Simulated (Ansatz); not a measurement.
# BH2O2: the cost of one run

All numbers below are computed with Ansatz 0.2.0 (UKS PBE0/def2-SVP).

1 further run of the same task is left out (it didn't finish).

## (1) The structure to begin with

Bond lengths: O1–B2 1.440 Å, B2–O3 1.430 Å, O1–H4 1.027 Å, O3–H5 1.011 Å. Angles: O1–B2–O3 117.1°, B2–O1–H4 101.5°, B2–O3–H5 106.3°.

As a file:

```xyz
5

O    -1.2236   -0.3527   -0.2499
B    -0.2889    0.4031    0.5425
O     0.9801   -0.2014    0.8050
H    -1.0123   -0.0138   -1.1959
H     1.5945    0.0912    0.0568
```

## (2) Relaxing end A

input.yaml

```yaml
crystal:
  periodic: [false, false, false]
  atoms:
    - { symbol: O, position_ang: [-1.2236, -0.3527, -0.2499] }
    - { symbol: B, position_ang: [-0.2889, 0.4031, 0.5425] }
    - { symbol: O, position_ang: [0.9801, -0.2014, 0.805] }
    - { symbol: H, position_ang: [-1.0123, -0.0138, -1.1959] }
    - { symbol: H, position_ang: [1.5945, 0.0912, 0.0568] }
magnetization:
  spin_polarized: true
  initial_magnetization: 1
basis:
  gaussian: { orbitals: def2-SVP }
hamiltonian:
  xc: pbe0
relax:
  f_tol: 0.015
  max_steps: 40
```

Command:

```sh
> ansatz run input.yaml --threads 1 --pin off --max-ram 2048MiB --backend cpu --events-out ev --progress --plain --runs-dir out
```

What time and memory should one allow on 1 thread of Arm Neoverse V1, shared host?

About 15 s, with a peak of 0.11 GiB.
